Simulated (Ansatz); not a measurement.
Consider the formal exchange of groups at a C–Mg bond: `[CH3][Mg][NH2]` + `[AlH2][SiH3]` → `[CH3][AlH][SiH3]` + `[NH2][MgH]`.

Gas-phase electronic energies from Ansatz, PBE0-D4/def2-TZVP geometries. CCSD(T)/CBS adds triple-zeta CCSD(T) − MP2 to the extrapolated MP2 energy (def2 sets, frozen cores). This one scheme is used for every species. Functionals use def2-TZVPP. HSE06 is defined as in plane-wave codes. For Mg outer-core shells are correlated without core-valence functions, which leaves a few kJ/mol of doubt a bond. Each species was taken in one conformer, which may not be the lowest.

```tsv
level	ΔE (kJ/mol)
r2SCAN-D4	-19.6
revPBE	-14.7
HSE06	-17.4
HF/def2-SVP	-19.2
```

(1) What does CCSD(T)/CBS give? (An estimate is asked.)

Largest T1 diagnostic among the species: 0.012.

Answers

(1) Computed: -10.6 kJ/mol. The listed levels differ from it by -9.0, -4.1, -6.8, -8.6 kJ/mol.

From BLYP to BHLYP (50 % exact exchange), in def2-TZVPP and without D4, ΔE moves by −3.9 kJ/mol. At CCSD(T), def2-SVP lies −5.1 kJ/mol from the extrapolated value and def2-TZVPP −4.1 kJ/mol. The D4 term adds −3.3 kJ/mol with B3LYP and −1.9 kJ/mol with PBE0; it sums over pairs of atoms, weighted by their polarisabilities, and B3LYP, whose exchange is more repulsive, gets the larger term.

B3LYP here is the variant with VWN-RPA as its local correlation; programs differ in this.
